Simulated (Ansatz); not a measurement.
```yaml
crystal:
  periodic: [false, false, false]
  atoms:
    - {symbol: Ge, position_ang: [-1.268260, -0.256495, -0.001923]}
    - {symbol: As, position_ang: [1.234908, 0.249072, 0.001873]}
    - {symbol: H, position_ang: [-1.978752, 1.187487, -0.002625]}
    - {symbol: H, position_ang: [1.587030, -1.216288, 0.002042]}
basis:
  gaussian: {orbitals: def2-TZVP}
magnetization: {spin_polarized: true, initial_magnetization: 3}
hamiltonian: {xc: pbe0}
relax: {f_tol: 0.004, max_steps: 80}
```

```sh
$ ansatz run in.yaml --threads 1 --pin off --events-out ev --progress --plain --max-ram 2176MiB
```

Steps of the relaxation (energy above the last step; positions in Å, forces in eV/Å):

```
4
step 1, 63.8 meV
Ge   -1.268   -0.256   -0.002    0.144    0.938    0.000
As    1.235    0.249    0.002   -0.395    0.018   -0.001
H    -1.979    1.187   -0.003    0.026   -0.647    0.000
H     1.587   -1.216    0.002    0.225   -0.309    0.000
```

```
4
step 2, 70.1 meV
Ge   -1.246   -0.099   -0.002   -0.285   -0.176    0.000
As    1.257    0.161    0.002    0.225    0.451    0.000
H    -2.174    1.187   -0.003    0.420   -0.184    0.001
H     1.738   -1.286    0.002   -0.361   -0.091   -0.001
```

```
4
step 3, 6.3 meV
Ge   -1.235   -0.177   -0.002   -0.131    0.141    0.000
As    1.228    0.221    0.002    0.130    0.094    0.000
H    -2.048    1.168   -0.003    0.053   -0.169    0.000
H     1.629   -1.247    0.002   -0.053   -0.066    0.000
```

```
4
step 5, 0.2 meV
Ge   -1.205   -0.149   -0.002   -0.005   -0.001    0.000
As    1.274    0.232    0.002   -0.010    0.023    0.000
H    -2.084    1.141   -0.003    0.029   -0.015    0.000
H     1.589   -1.260    0.002   -0.015   -0.008    0.000
```

```
4
step 7, 0.0 meV
Ge   -1.204   -0.153   -0.002   -0.001    0.000    0.000
As    1.271    0.235    0.002    0.001    0.001    0.000
H    -2.076    1.139   -0.003    0.000    0.000    0.000
H     1.584   -1.258    0.002    0.000   -0.001    0.000
```

Close pairs at the end: As2–H4 1.525 Å, Ge1–H3 1.559 Å, Ge1–As2 2.506 Å.

A stationary point of unrestricted PBE0 after 7 steps, with ⟨S²⟩ = 3.760 against 3.75 for a pure state; no frequencies were run, so it isn't proven a minimum. 90 s on 1 thread of Arm Neoverse N1, shared host.
